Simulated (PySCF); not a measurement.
First SCF of a structure search on singlet NON, at a hand-made bent geometry. PySCF input:

```python
from pyscf import gto, scf, dft
mol = gto.M(atom='''
N      0.000000     0.000000     0.000000
O     -0.958400     0.000000     0.671100
N      0.983000     0.000000     0.688300''',
    basis={'N': 'def2-TZVP', 'O': 'def2-TZVP'},
    charge=0, spin=0)
mf = dft.RKS(mol, xc='PBE0')
mf.grids.atom_grid = (50, 194)
aux = {'N': 'def2-universal-JKFIT', 'O': 'def2-universal-JKFIT'}
mf = mf.density_fit(auxbasis=aux)
mf.conv_tol = 1e-08
mf.diis_space = 10
mf.max_cycle = 60
mf.init_guess = 'minao'
mf.verbose = 4
mf.kernel()
```

Excerpt of the output (cycles and frontier levels):

```
init E= -185.061938432751
  HOMO = -0.275001511575884  LUMO = -0.190228592278743  gap/eV = 2.30679
cycle= 1 E= -184.22446506661  delta_E= 0.837  |g|= 0.888  |ddm|= 1.74
  HOMO = -0.284348452402507  LUMO = -0.141188832875052  gap/eV = 3.89557
cycle= 2 E= -181.430963757196  delta_E= 2.79  |g|= 3.33  |ddm|= 2.27
  HOMO = -0.294664090067117  LUMO = -0.199230591496985  gap/eV = 2.59688
cycle= 3 E= -184.313560514917  delta_E= -2.88  |g|= 0.552  |ddm|=  2.1
  HOMO = -0.274560085617296  LUMO = -0.219515137149578  gap/eV = 1.49785
cycle= 4 E= -184.320088524419  delta_E= -0.00653  |g|= 0.555  |ddm|= 0.685
  HOMO = -0.282696359286662  LUMO = -0.201270181866548  gap/eV = 2.21572
cycle= 5 E= -184.380739186389  delta_E= -0.0607  |g|= 0.0676  |ddm|= 0.388
  HOMO = -0.291703816181797  LUMO = -0.202571887742074  gap/eV = 2.42540
cycle= 6 E= -184.381665439697  delta_E= -0.000926  |g|= 0.0119  |ddm|= 0.047
  HOMO = -0.290377587440771  LUMO = -0.199145575181227  gap/eV = 2.48255
cycle= 7 E= -184.381712305436  delta_E= -4.69e-05  |g|= 0.00532  |ddm|= 0.0182
  HOMO = -0.2911778826705  LUMO = -0.199640030224998  gap/eV = 2.49087
cycle= 8 E= -184.381724262777  delta_E= -1.2e-05  |g|= 0.00451  |ddm|= 0.0102
  HOMO = -0.291057123948775  LUMO = -0.199601524839828  gap/eV = 2.48863
cycle= 9 E= -184.381732519013  delta_E= -8.26e-06  |g|= 0.00292  |ddm|= 0.00803
  HOMO = -0.291122817493502  LUMO = -0.199781221013687  gap/eV = 2.48553
cycle= 10 E= -184.381737986904  delta_E= -5.47e-06  |g|= 0.00105  |ddm|= 0.0102
  HOMO = -0.291125187378586  LUMO = -0.199850950528038  gap/eV = 2.48370
cycle= 11 E= -184.381738821383  delta_E= -8.34e-07  |g|= 0.00012  |ddm|= 0.00546
  HOMO = -0.291114507583105  LUMO = -0.199863851721602  gap/eV = 2.48306
cycle= 12 E= -184.381738827708  delta_E= -6.32e-09  |g|= 3.73e-05  |ddm|= 0.000278
  HOMO = -0.291110504498933  LUMO = -0.199867492095947  gap/eV = 2.48285
Extra cycle  E= -184.381738826387  delta_E= 1.32e-09  |g|= 9.13e-05  |ddm|= 6.55e-05
converged SCF energy = -184.381738826387
```

No lower solution of this spin was found by a stability analysis within the restricted form, which does not test spin polarisation.

The search for the lowest solution, with the stability check, took 2.3 s on 2 threads of a shared Arm Neoverse V2 host, with 93 basis functions; the process peaked at 0.3 GiB.
